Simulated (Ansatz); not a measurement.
Two shapes of singlet PHO.

Shape 1:

```xyz
3

H     0.0377    0.2638   -1.1802
P     0.0104   -0.5624   -0.0297
O    -0.0476    0.2957    1.1708
```

Shape 2:

```xyz
3

H     0.0000    0.2963   -1.1756
P     0.0000   -0.6044   -0.0046
O     0.0000    0.3080    1.1802
```

Basis set: def2-SVP (spherical functions). Frozen core: 6 orbitals. Charge 0, multiplicity 1.

Computed with Ansatz (development build ahead of 0.2.0); each method stands on the lowest determinant of its kind that the runs found.

**Question.** Which shape is lower in energy, and by how much in each method?

**Answer.**

```json
{"method": "RHF", "E(2) − E(1) (eV)": "0.014"}
{"method": "UHF", "E(2) − E(1) (eV)": "-0.017"}
{"method": "UHF-MP2", "E(2) − E(1) (eV)": "0.191"}
{"method": "RHF-CCSD(T)", "E(2) − E(1) (eV)": "-0.065"}
{"method": "UHF-CCSD(T)", "E(2) − E(1) (eV)": "-0.054"}
```

The methods disagree on the order. Caution for UHF, UHF-MP2, UHF-CCSD(T): the unrestricted determinant is spin contaminated.
